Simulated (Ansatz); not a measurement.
**CH₂Al+ (triplet): wave-function methods side by side, def2-TZVPP**

An exercise on one series of results from a longer session: the logs are not shown, and one member is left open.

The runs use Ansatz 0.2.0, Gaussian basis; def2-TZVPP, core rule «outside noble gas», up to 6 orbitals frozen.

Plan: UHF; ROHF; CCSD(T) on UHF.

### The system

The geometry is a PBE0/def2-TZVP stationary point (not a proven minimum) of the parent state, kept for this charge and spin.

4 atoms, charge 1, spin multiplicity 3.

Atoms are counted from 1 here; the program's logs count them from 0.

Bond lengths: Al1–C2 1.925 Å, Al1–H3 1.580 Å, Al1–H4 1.580 Å. Angles: C2–Al1–H3 117.7°, C2–Al1–H4 117.7°, H3–Al1–H4 124.6°.

Coordinates:

```xyz
4
charge 1, multiplicity 3
Al    0.0000    0.0000    0.5276
C     0.0000    0.0000   -1.3972
H     0.0000    1.3990    1.2626
H     0.0000   -1.3990    1.2626
```

The first run:

The input, in.yaml:

```yaml
crystal:
  periodic: [false, false, false]
  atoms:
    - {symbol: Al, position_ang: [0.000000, 0.000000, 0.527635]}
    - {symbol: C, position_ang: [0.000000, 0.000000, -1.397228]}
    - {symbol: H, position_ang: [0.000000, 1.398998, 1.262610]}
    - {symbol: H, position_ang: [0.000000, -1.398998, 1.262610]}
basis:
  gaussian: {orbitals: def2-TZVPP}
total_charge: 1
magnetization: {spin_polarized: true, initial_magnetization: 2}
hamiltonian: {xc: hf}
output: {orbitals: {seedname: orbitals}}
```

Launch:

```sh
$ ansatz run in.yaml --threads 1 --pin off --events-out ev --progress --plain --max-ram 4096MiB --backend cpu
```

Among the steps run: UHF; ROHF; CCSD(T) on UHF.

One table of the session follows, with a row left open; its other results are not shown here.

It belongs to the step «Misses and costs». 

```
  method  from UCCSD(T) (meV)
    ROHF              +4880.3
     UHF              +4777.1
    UMP2              +1172.7
   UCCSD                    ?
UCCSD(T)                    0
```

Estimate the missing values for UCCSD.

The run gave: from UCCSD(T) (meV): +143.1. In the column «from UCCSD(T) (meV)» it lies between UCCSD(T) (0) and UMP2 (+1172.7).
